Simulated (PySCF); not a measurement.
**C6H10: calculation and literature**

Structure with atom numbers: `[CH:1]#[C:2][C:3]([CH3:4])([CH3:5])[CH3:6]`. Hydrogens are named by the atom that carries them.

The experiment to reproduce: δ 13C C4/C5/C6 31.1; C3 27.4 ppm (measured; solution, not stated per compound (mostly CDCl3 or CCl4); Pretsch, Buehlmann, Badertscher, Structure Determination of Organic Compounds, 4th ed. (2009)).

A single conformation, no relativistic terms, fast rotation and ring inversion assumed for equivalent nuclei, no solvent model. Geometry from PBE0-D3(BJ)/def2-SVP; shielding tensors at PBE0/pcSseg-1 (GIAO); PySCF.

**Question.** What does the calculation give, and how does it compare?

**Answer.** 
Reference values: measured (solution, not stated per compound (mostly CDCl3 or CCl4); Pretsch, Buehlmann, Badertscher, Structure Determination of Organic Compounds, 4th ed. (2009)).
```csv
atoms,quantity,reference,computed,"computed, scaled"
C4/C5/C6,δ 13C,31.1,32.8,31.1
C3,δ 13C,27.4,27.5,26.0
```

Computed shifts are σ(ref) − σ with the named reference compound (TMS for H and C) calculated as an isolated molecule at the same level. The measured values may be among those fitted. Shieldings were converted by linear fits to measured shifts (mostly CDCl3, TMS scale, for H and C): 13C (scatter 2.0 ppm rms, 2.2 ppm with the 3 outliers that the fit left out). A few per cent of atoms miss by over 2 rms, more outside the fitted compound classes.

**Question.** How far are the unscaled 13C shifts from the references?

**Answer.** Mean signed difference +0.90 ppm, mean absolute 0.90 ppm over 2 comparisons; the largest is +1.7 ppm at C4/C5/C6 (methyl carbon).
